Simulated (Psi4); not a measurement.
Pair of molecules: H2O (SMILES O) (first 3 atoms) with H2O (SMILES O); geometry from S66by8 set.
(charge 0, multiplicity 1):
```xyz
6

O     -2.5301    -0.0357     0.0072
H     -2.8501     0.8671    -0.0142
H     -1.5704     0.0625     0.0025
O      2.4524     0.0309    -0.0069
H      2.8290    -0.4075     0.7592
H      2.8247    -0.4453    -0.7523
```

All values below come from SAPT0/jun-cc-pV(D+d)Z (Psi4).

Which attractive term is largest, and how does the interaction split up?

electrostatics -4.3, exchange 0.0, induction -0.1, dispersion -0.1, total -4.5 kJ/mol; the largest attraction is electrostatics.
